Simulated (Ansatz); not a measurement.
## Basis or method: atomization of H$_{2}$Ga–As

H2Ga–As, triplet; coordinates (Å): Ga 0.000 0.000 1.226; As 0.000 0.000 -1.195; H 0.000 1.364 2.009; H 0.000 -1.364 2.009. Quantity: atomization.

Ansatz 0.2.0, basis cc-pVDZ or cc-pVTZ; geometries are PBE0/def2-TZVP minima. Wave-function levels freeze the cores with the filled d shells of p-block atoms; HF, MP2 and coupled cluster are restricted for singlets and unrestricted otherwise, atoms included (their steps beyond CCSDT(Q) come from restricted open-shell runs), restricted open-shell where a d shell is frozen, Kohn–Sham unrestricted where that lies lower. The reference is CCSDT(Q) or CCSDTQ (coupled cluster only where its series has nearly closed). Semilocal and hybrid functionals correlate all electrons outside any core potential and usually lie nearer their basis limit than the reference, so part of their error here is the reference's basis and frozen-core error; RPA and the MP2 part of double hybrids freeze the same cores as the reference. None of these values is a measured one. Energies are electronic, without zero-point terms. No spin–orbit coupling and no scalar relativity. The species are chosen: bound, without strong static correlation by their natural occupations or amplitudes, in their lowest spin state as far as vertical gaps and like structures tell, and with a ladder that closes on the reference, so errors are smaller than for species at large; levels whose determinant breaks symmetry or spin markedly are left out.

```csv
level,cc-pVDZ (kJ/mol),cc-pVTZ (kJ/mol)
reference,619.0 (CCSDTQ),669.3 (CCSDT(Q))
CCSD,611.1,660.4
CCSD(T),617.4,668.1
CCSDT,618.6,668.8
PBE,681.5,692.1
PBE0,681.6,690.9
wB97M-V,695.7,699.1
RPA-PBE,604.6,637.7
```

From cc-pVDZ to cc-pVTZ the reference moves by 50.3 kJ/mol and PBE by 10.6; the step from CCSD(T) to the reference is 1.6 in the first and 1.2 in the last.
